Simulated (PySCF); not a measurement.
Input of an EPR job (settings, then geometry in Å):

```
{"job": {"kind": "epr"}, "charge": 0, "multiplicity": 2}
Be     0.701249    -0.006019    -0.005418
F     -0.695739     0.008559    -0.022882
```

Computed, not measured: PySCF 2.14.0, UKS B3LYP, IGLO-III on F, def2-TZVP with uncontracted s and p shells and three added tight s functions on Be, non-relativistic, mean-field spin-orbit, GIAO. Isolated species at its PBE0-D3(BJ)/def2-SVP geometry, gas phase.

Output of the driver script. The program numbers atoms from 0.

```
UKS, coarse grid
  cycle   1  E = -114.59155370  |g| = 4.63e-01
  cycle   2  E = -114.29652879  |g| = 1.08e+00
  cycle   3  E = -114.66900828  |g| = 1.16e-02
  cycle   4  E = -114.66912666  |g| = 5.23e-03
  cycle   5  E = -114.66914001  |g| = 8.12e-04
  cycle   6  E = -114.66914038  |g| = 2.99e-04
UKS, final grid
  cycle   1  E = -114.66911298  |g| = 5.61e-04
  cycle   2  E = -114.66911279  |g| = 9.98e-04
  cycle   3  E = -114.66911307  |g| = 5.30e-06
  cycle   4  E = -114.66911307  |g| = 1.90e-06
internal stability: stable
E = -114.66911307 Eh   <S^2> = 0.7505 (exact 0.7500)
g shifts (ppm)      1          2          3
  rmc           -61        -61        -61
  gc             25         25         16
  oz_so        -856       -856          0
  total        -892       -892        -45
hyperfine (MHz)  atom isotope    a_iso     a_fc   dipolar eigenvalues
    0   9Be    -308.71    -308.71     -6.07      3.03      3.03
    1   19F     245.44     245.44    -44.18    -44.18     88.36
```

|g| in the SCF lines is the orbital gradient. In the g block, columns 1 to 3 are the principal axes in rising order; rmc is the relativistic mass correction, gc the gauge correction and oz_so the orbital-Zeeman/spin–orbit term. a_fc is the Fermi-contact part of a_iso, here all of it, since this run has no spin–orbit term in the hyperfine coupling.

(1) Is the state sound, as far as the log shows?

(2) What are the principal g values and g_iso?

(3) Which couplings shape the isotropic spectrum at natural abundance (0.05 mT or more)? Keep the log's numbering.

(4) What are the principal values of the full tensor of atom 1 (19F)?

Answers

(1) The SCF converged after 10 cycles in all, 6 of them on the coarse grid, and the solution passed the internal stability test. ⟨S²⟩ = 0.7505 against the exact 0.7500, so spin contamination is small.

(2) Adding the total shifts to 2.002319 gives 2.00143, 2.00143, 2.00227; their mean shift is -610 ppm, so g_iso = 2.00171.

(3) atom 0 (9Be, I = 3/2): -308.7 MHz = 11.02 mT in magnitude, a 1:1:1:1 quartet; atom 1 (19F, I = 1/2): 245.4 MHz = 8.76 mT in magnitude, a 1:1 doublet. Together 8 lines to first order. 

(4) a_iso plus each dipolar eigenvalue: 201.26, 201.26, 333.81 MHz.

The species is `[Be][F]` [radical]. The run used 66 basis functions and 5 iterations of the response equations.
Labels such as C1 count atoms from 1, the log's own numbers from 0.
